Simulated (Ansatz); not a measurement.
# Reading a saddle point

A first-order saddle point of BNH5Cl, closed shell, PBE0-D4/def2-TZVP, with one imaginary mode of 1023i cm⁻¹:

```xyz
8
angstrom
B -0.5518 -0.6107 0.0112
Cl 0.2433 0.4449 -2.0802
H -1.6998 -0.3102 -0.0522
H -0.1495 -1.7141 -0.1711
H 0.5813 0.6965 -0.6270
N 0.3740 0.3575 0.6586
H 1.2213 0.0074 1.0821
H -0.0188 1.1287 1.1787
```

Ansatz 0.2.0; basis: def2-TZVPP and def2-QZVPP; cores frozen in the correlated methods. Extrapolation: Hartree–Fock as exp(−7.88 √X), correlation as X^−2.97.

(1) Which contacts change along the imaginary mode, and what lies on either side? (A judgement: the text doesn't fix the answer.)

(2) Which side is lower, and how far does the saddle lie above each? (An estimate is asked for; the value comes from the calculation.)

The T1 diagnostic stays at or below 0.012.

Results:

(1) Computed: The step is BH₂Cl ([BH2][Cl]) + NH₃ → BNH₄ ([BH2][NH2]) + HCl, with the molecules in contact on both sides. Shortening one way: B1–N6, Cl2–H5; lengthening the same way: B1–Cl2, H5–N6.
```tsv
pair	one side (Å)	saddle (Å)	other side (Å)
B1–N6	1.62	1.49	1.39
Cl2–H5	2.86	1.51	1.29
B1–Cl2	1.86	2.47	3.92
H5–N6	1.02	1.35	2.12
```

(2) Computed: The side with B1–Cl2, H5–N6 short is lower by 15.02 kcal/mol; the saddle lies 32.52 kcal/mol above it and 17.51 kcal/mol above the other (CCSD(T) at an estimated basis limit (MP2 extrapolated from triple and quadruple zeta, plus CCSD(T) − MP2 in triple zeta); electronic energies).

The step is the kind of exchange with an N–H group that builds nitride films in atomic layer and chemical vapour deposition.

Labels in which every atom is bracketed show which atoms are joined, not bond orders.

For scale, one of the runs: CCSD(T)/def2-TZVPP, 174 basis functions, launched by `ansatz run in.yaml --threads 2 --pin off --events-out ev --progress --plain --max-ram 4352MiB`. Hardware: 2 CPU threads of an Intel Xeon 6975P-C, shared host. Wall time 12 s; peak host memory 1.7 GiB.
